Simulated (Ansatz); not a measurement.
The input, for Ansatz 0.2.0:

```yaml
crystal:
  periodic: [false, false, false]
  atoms:
    - {symbol: B, position_ang: [0.000000, 0.000000, 0.000000]}
    - {symbol: N, position_ang: [0.000000, 0.000000, 1.315453]}
basis:
  gaussian: {orbitals: 6-31G}
magnetization: {spin_polarized: false, initial_magnetization: 4}
correlation: {method: fci, electrons: outside_noble_gas}
```

```sh
$ ansatz run in.yaml --threads 1 --pin off --events-out ev --progress --plain --max-ram 2393MiB
```

Log:

```
404 factors; integrals over basis functions are off by at most 8.1e-8 eV
mean field evaluation 1: about -2143.6751 eV, gradient 1.2e1 eV
mean field evaluation 2: about -2143.6780 eV, gradient 1.2e1 eV
mean field evaluation 4: about -2145.3806 eV, gradient 2.2e0 eV
mean field evaluation 8: about -2145.4630 eV, gradient 7.6e-4 eV
mean field evaluation 16: about -2145.4630 eV, gradient 8.9e-7 eV
mean field evaluation 32: about -2144.7560 eV, gradient 4.2e0 eV
mean field -2145.46303968 eV, -78.8443124613 hartree, gradient 7.7e-6 eV, S^2 6.000000; 8 other end points of the search recorded, 0 dependent functions left out
mean field evaluation 64: about -2144.9361 eV, gradient 4.9e0 eV
mean field evaluation 96: about -2143.5992 eV, gradient 1.5e0 eV
determinant -2145.46303968 eV, -78.8443124613 hartree, with singles and doubles -2147.68323828 eV, -78.9259032549 hartree
determinant -2144.15587468 eV, -78.7962750336 hartree, with singles and doubles -2146.71083754 eV, -78.8901681867 hartree
2 core orbitals not correlated: weight in the atoms' cores, before any rotation towards them, 1.000 or more for the frozen orbitals, at most 0.000 for the correlated occupied ones
reference -2145.46303968 eV, -78.8443124613 hartree; 6, 2 occupied and 10, 14 virtual orbitals, 404 factors
state -2147.72839720 eV, -78.9275628144 hartree
Total energy: -2147.72839720 eV, -78.9275628144 hartree
```

Natural occupations: 1.9796 1.9669 0.9985 0.9955 0.9928 0.9919 0.0209 0.0191 0.0138 0.0066 0.0040 0.0034 0.0032 0.0024 0.0009 0.0006.

Ran on 1 thread of Arm Neoverse V1, shared host: 4.8 s wall, 0.15 GiB peak host memory.
